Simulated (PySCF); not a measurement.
**PH3S (SMILES [PH3]=S) at CCSD(T)/STO-6G**

What is the vertical ionisation energy of PH3S at CCSD(T)/STO-6G? 

Program for the calculation: PySCF 2.14.0.

11 further runs of the same task are left out: 2 that didn't finish, 9 set aside as unsound or not needed.

## 1. The molecule

The species is PH3S (5 atoms), meant as a singlet with charge 0. As SMILES, `[PH3]=S`. The coordinates come from a GFN2-xTB relaxation.

Bond lengths: P1–S2 1.914 Å, P1–H3 1.394 Å, P1–H4 1.394 Å, P1–H5 1.394 Å. Angles: S2–P1–H3 118.2°, S2–P1–H4 118.2°, S2–P1–H5 118.2°, H3–P1–H4 99.6°, H3–P1–H5 99.4°, H4–P1–H5 99.4°.

## 2. The energy at CCSD(T)/STO-6G

File job.py:

```python
from pyscf import gto, scf, cc

mol = gto.M(
    atom='''
P      0.007920    -0.006600     0.007660
S      1.261690    -0.941140     1.111260
H     -1.166840     0.461930     0.594540
H     -0.532470    -0.676580    -1.089190
H      0.429710     1.162380    -0.624270
''',
    spin=0,
    max_memory=1860,
    verbose=3,
    basis='sto-6g',
)

mf = scf.RHF(mol)
mf.conv_tol = 1e-10
mf.kernel()
if not mf.converged:
    mf = mf.newton().run(mf.mo_coeff, mf.mo_occ)

mycc = cc.CCSD(mf, frozen=10)
mycc.kernel()
e_t = mycc.ccsd_t()
energy = mycc.e_tot + e_t
print('Final energy', energy)
```

On the command line:

```bash
OMP_NUM_THREADS=1 python job.py
```

Output:

```text
converged SCF energy = -737.357733220814
E(CCSD) = -737.4427535306384  E_corr = -0.08502030982406228
CCSD(T) correction = -0.00182363458173312
Final energy -737.44457716522
```

It took 1.3 s on 1 thread of Intel Xeon Platinum 8259CL at 2.50GHz (Skylake/Cascade Lake), shared host; peak memory 0.1 GiB.

## 3. The doublet cation

File calc.py:

```python
from pyscf import gto, scf, cc

molecule = gto.Mole()
molecule.atom = '''
P      0.014967    -0.012472     0.014475
S      2.384249    -1.778497     2.099977
H     -2.205008     0.872921     1.123518
H     -1.006222    -1.278551    -2.058271
H      0.812034     2.196580    -1.179699
'''
molecule.basis = 'sto-6g'
molecule.max_memory = 1860
molecule.spin = 1
molecule.charge = 1
molecule.verbose = 4
molecule.unit = 'bohr'
molecule.build()

mf = scf.UHF(molecule)
mf.conv_tol = 1e-10
mf.kernel()
if not mf.converged:
    mf = mf.newton().run(mf.mo_coeff, mf.mo_occ)

mycc = cc.CCSD(mf, frozen=10)
mycc.kernel()
e_t = mycc.ccsd_t()
e_tot = mycc.e_tot + e_t
print('E = %.10f Eh' % e_tot)
```

On the command line:

```bash
OMP_NUM_THREADS=1 python calc.py
```

Output:

```text
PySCF version 2.14.0

[... 39 lines left out ...]
WARN: beta  nocc = 16  HOMO -0.257483982423078 >= LUMO -0.257419108352257
[... 46 lines left out ...]
converged SCF energy = -737.223693301378  <S^2> = 0.75308781  2S+1 = 2.0030854
[... 12 lines left out ...]
Init t2, MP2 energy = -0.0545766138695757
[... 30 lines left out ...]
UCCSD converged
[... 2 lines left out ...]
E = -737.3032244741 Eh
```

It took 1.6 s on 1 thread of Intel Xeon Platinum 8259CL at 2.50GHz (Skylake/Cascade Lake), shared host; peak memory 0.1 GiB.

## 4. Results

Level: CCSD(T)/STO-6G, 10 core orbitals frozen.

```
                                                                  quantity          value
                                                singlet PH3S: total energy  -737.44458 Eh
                        singlet PH3S: dipole moment (Hartree–Fock density)         4.41 D
                         singlet PH3S: HOMO energy (Hartree–Fock orbitals)       -4.65 eV
                         singlet PH3S: LUMO energy (Hartree–Fock orbitals)       11.78 eV
                       singlet PH3S: HOMO–LUMO gap (Hartree–Fock orbitals)       16.43 eV
                singlet PH3S: correlation energy (10 core orbitals frozen)      -86.8 mEh
                                              singlet PH3S: (T) correction      -1.82 mEh
                                               singlet PH3S: T1 diagnostic          0.014
                                              doublet cation: total energy  -737.30322 Eh
doublet cation: HOMO energy (Hartree–Fock orbitals) (highest over α and β)      -14.52 eV
 doublet cation: LUMO energy (Hartree–Fock orbitals) (lowest over α and β)       -2.75 eV
              doublet cation: correlation energy (10 core orbitals frozen)      -79.5 mEh
                                            doublet cation: (T) correction      -0.77 mEh
                         doublet cation: ⟨S²⟩ of the reference determinant          0.753
                                             doublet cation: T1 diagnostic          0.007
                        vertical ionisation energy (to the doublet cation)       3.846 eV
```

**Reading.** The vertical ionisation energy comes to 3.85 eV (371 kJ/mol). In a minimal basis such a difference can be off by several eV, whatever the method. The triples (singlet PH3S) make up 2.1 % of the correlation energy. The triples (doublet cation) make up 1.0 % of the correlation energy.
